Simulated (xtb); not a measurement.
S2, singlet, geometry from GFN2-xTB of the parent state; GFN2-xTB in xtb.

Input for xtb:
```
$ xtb mol.xyz --gfn 2 --chrg 0 --uhf 0 --json

# file mol.xyz
2

S     -0.00000000    -0.00000000    -0.95002097
S      0.00000000     0.00000000     0.95002097
```

Output, abridged:

```
   ID    Z sym.   atoms
    1   16 S      1, 2

           -------------------------------------------------
          |                Calculation Setup                |
           -------------------------------------------------

           -------------------------------------------------
          |                 G F N 2 - x T B                 |
           -------------------------------------------------

          ...................................................
          :                      SETUP                      :
          :.................................................:
          :  # basis functions                  20          :
          :  # atomic orbitals                  18          :
          :  # shells                            6          :
          :  # electrons                        12          :
          :  max. iterations                   250          :
          :  Hamiltonian                  GFN2-xTB          :
          :  restarted?                      false          :
          :  GBSA solvation                  false          :
          :  PC potential                    false          :
          :  electronic temp.          300.0000000     K    :
          :  accuracy                    1.0000000          :
          :  -> integral cutoff          0.2500000E+02      :
          :  -> integral neglect         0.1000000E-07      :
          :  -> SCF convergence          0.1000000E-05 Eh   :
          :  -> wf. convergence          0.1000000E-03 e    :
          :  Broyden damping             0.4000000          :
          :  net charge                          0          :
          :  unpaired electrons                  0          :
          ...................................................

 iter      E             dE          RMSdq      gap      omega  full diag
   1     -6.4948238 -0.649482E+01  0.458E+00    0.00       0.0  T
   2     -6.4951560 -0.332239E-03  0.220E+00    0.00       1.0  T
   3     -6.4952268 -0.708091E-04  0.390E-01    0.00       1.0  T
   4     -6.4952283 -0.145721E-05  0.213E-02    0.00       3.3  T
   5     -6.4952283 -0.358086E-09  0.100E-02    0.00       7.0  T
   6     -6.4952283 -0.663753E-10  0.104E-05    0.00    6780.5  T
   7     -6.4952283  0.159872E-13  0.542E-06    0.00   13053.4  T

   *** convergence criteria satisfied after 7 iterations ***

         :::::::::::::::::::::::::::::::::::::::::::::::::::::
[...]
         :: total energy              -6.479085393571 Eh    ::
[...]
        11                         -0.0244302              -0.6648
        12                         -0.0244302              -0.6648
        13                         -0.0177093              -0.4819
        14                         -0.0177093              -0.4819
        15                          0.0126410               0.3440
        16                          0.0699135               1.9024
        17                          0.0699135               1.9024
        18                          0.7183649              19.5477
      -------------------------------------------------------------
                  HL-Gap            0.0000000 Eh            0.0000 eV
             Fermi-level           -0.3767537 Eh          -10.2520 eV

     #   Z          covCN         q      C6AA      α(0)
     1  16 S        0.980     0.000   139.170    19.953
     2  16 S        0.980    -0.000   139.170    19.953

 Mol. C6AA /au·bohr⁶  :        556.681185
 Mol. C8AA /au·bohr⁸  :      27272.479251
 Mol. α(0) /au        :         39.906278

Wiberg/Mayer (AO) data.
largest (>0.10) Wiberg bond orders for each atom

 ---------------------------------------------------------------------------
     #   Z sym  total        # sym  WBO       # sym  WBO       # sym  WBO
 ---------------------------------------------------------------------------
     1  16 S    1.685 --     2 S    1.685
     2  16 S    1.685 --     1 S    1.685
 ---------------------------------------------------------------------------

Topologies differ in total number of bonds
Writing topology from bond orders to xtbtopo.mol

molecular dipole:
                 x           y           z       tot (Debye)
 q only:        0.000       0.000      -0.000
   full:       -0.000      -0.000      -0.000       0.000
molecular quadrupole (traceless):
                xx          xy          yy          xz          yz          zz
 q only:        0.000       0.000       0.000       0.000       0.000      -0.000
  q+dip:        0.993       0.000       0.993      -0.000      -0.000      -1.986
   full:        0.812      -0.000       0.812       0.000      -0.000      -1.624

           -------------------------------------------------
          | TOTAL ENERGY               -6.479085393571 Eh   |
          | GRADIENT NORM               0.000000007314 Eh/α |
          | HOMO-LUMO GAP               0.000000000099 eV   |
           -------------------------------------------------

normal termination of xtb
```
